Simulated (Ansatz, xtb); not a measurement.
# Two isomers of C2HN−

We compare I, the doublet with the links of `[CH]=C=[N-]`, with II, the doublet with the links of `[C]#C[NH-]`. Both are isolated ions in the gas phase, relaxed with PBE0-D3(BJ)/def2-SVPD.

Quicker runs give these differences E(II) − E(I): GFN2-xTB +23.9 kcal/mol; HF/STO-3G +28.3 kcal/mol (at GFN2-xTB geometries); r2SCAN-D4/def2-SVPD +23.5 kcal/mol (at GFN2-xTB geometries).

Estimate E(II) − E(I) at the level CCSD(T)/def2-SVPD.

Calculated at CCSD(T)/def2-SVPD: E(II) − E(I) = +25.3 kcal/mol, so structure I lies lower.

The same difference at several levels:

| level | geometry | E(II) − E(I) (kcal/mol) | departure from the last row (kcal/mol) | job, with rough time for the two |
| --- | --- | --- | --- | --- |
| GFN2-xTB | GFN2-xTB | +23.9 | −1.3 | optimisation, 0.088 s |
| HF/STO-3G | GFN2-xTB | +28.3 | +3.0 | single point, 0.2 s |
| r2SCAN-D4/def2-SVPD | GFN2-xTB | +23.5 | −1.8 | single point, 2.6 s |
| PBE0-D3(BJ)/def2-SVPD | PBE0-D3(BJ)/def2-SVPD | +24.2 | −1.1 | optimisation, 21 s |
| HF/def2-SVPD | PBE0-D3(BJ)/def2-SVPD | +26.9 | +1.7 | part of the CCSD(T) run |
| MP2/def2-SVPD | PBE0-D3(BJ)/def2-SVPD | +25.5 | +0.3 | part of the CCSD(T) run |
| CCSD(T)/def2-SVPD | PBE0-D3(BJ)/def2-SVPD | +25.3 |  | single point, 9 s |

As drawn, II has 1 C≡C, 1 C–N, 1 N–H in place of 1 C=C, 1 C=N, 1 C–H.

The levels shown agree on the order. The largest departure from CCSD(T)/def2-SVPD is that of HF/STO-3G, 3.0 kcal/mol. MP2 in a larger basis moves the difference by −0.6 kcal/mol, a step that isn't added because spin contamination makes open-shell MP2 unreliable in this search.

With harmonic frequencies from PBE0-D3(BJ)/def2-SVPD (ideal gas, rigid rotor, one conformer each, 298.15 K, 1 atm): the zero-point term adds +0.6 kcal/mol; ΔH is +26.0 and ΔG +25.9 kcal/mol.

Open shells are spin-unrestricted, with notable spin contamination under HF/STO-3G, HF/def2-SVPD, MP2/def2-SVPD, CCSD(T)/def2-SVPD. The correlated steps freeze 3 core orbitals. Codes used: Ansatz 0.2.0, xtb 6.7.1; the last row on 1 thread of Intel(R) Xeon(R) Platinum 8488C (Sapphire Rapids) on a shared host.
